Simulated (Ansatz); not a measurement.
bcc Nb, treated with HSE06 (Ansatz, an electronic-structure program, plane waves, PAW).

Input:

Ansatz 0.2 input:
```yaml
crystal:
  lattice:
    - [-1.65025, 1.65025, 1.65025]
    - [1.65025, -1.65025, 1.65025]
    - [1.65025, 1.65025, -1.65025]
  atoms:
    - { symbol: Nb, position: [0.0, 0.0, 0.0] }
basis:
  ecutwfc: 460
  ecutrho_ratio: 4
  xc_grid: 2
kpoints:
  mp_grid: { grid: [14, 14, 14] }
hamiltonian:
  xc: hse06
  dispersion: none
  pseudopotentials: { kind: paw }
scf:
  occupations: { method: fermi_dirac, width: 0.05 }
  convergence: { dr2_threshold: 0.0000000001 }
output:
  forces: false
  stress: true
  eigenvalues: true
```

The run printed, among other lines:

```
WARN output.stress: scf.exx.energy_threshold = 1e-6 eV is looser than the 1e-8 eV advised for a stress under a hybrid functional (1e-8 eV for each atom of the …
Crystal: 1 atoms, lattice volume = 17.977 Å³
Basis set: ecut = 460 eV, 381 PW (Γ), exchange–correlation on 40×40×40 points (8 copies of the dense FFT grid, shifted against one another)
Bands: 11, of which v1, the nominal top of the filled ones, is band 7 counted from 1 (6 counted from 0)
Symmetry: 48 space group operations
Space group: Im-3m (ITA 229), of the structure as read, at distance tolerance 2.6e-5 Å
k-points: 104 of 2744
SCF iter   1: F=—  HF=-4552.287023 eV  |F-HF|=—  |Δ(HF+E_count)|=         —  Δρ=4.81e-3  dr2=3.56e-3
SCF iter   2: F=—  HF=-4552.286191 eV  |F-HF|=—  |Δ(HF+E_count)|=   8.31e-4  Δρ=1.59e-3  dr2=2.06e-4
  ...
SCF 1 converged in 6 iterations: F = -4552.286211 eV  dr2 = 1.43e-11
Crystal: 1 atoms, lattice volume = 17.977 Å³
Initial density: handed on by an earlier stage of this run
Crystal: 1 atoms, lattice volume = 17.977 Å³
SCF iter   4: F=—  HF=-4554.239785 eV  |F-HF|=—  |Δ(HF+E_count)|=   3.48e-8  Δρ=6.98e-6  dr2=8.05e-9
SCF iter   5: F=-4554.239785 eV  HF=-4554.239785 eV  |F-HF|=2.64e-11  |Δ(HF+E_count)|=  4.36e-10  Δρ=6.67e-7  dr2=6.03e-11
SCF 3 converged in 5 iterations: F = -4554.239785 eV  dr2 = 6.03e-11
Free energy (F): -4554.239785 eV
Internal energy: -4554.229205 eV  (E = F + TS)
E sigma→0 (E₀):  -4554.234495 eV
Fermi energy:    17.678503 eV
--- Stress (GPa, compression-positive) ---
       -0.717333      -0.000000      -0.000000
        0.000000      -0.717333       0.000000
        0.000000       0.000000      -0.717333
  P = ⅓ Tr σ = -0.7173 GPa (-7.173 kbar)
```

The PAW data were made under PBE.

Note: the run warned that the count of filled bands differs between k points. Note: cell and atoms aren't relaxed at this level (pressure -0.7 GPa).
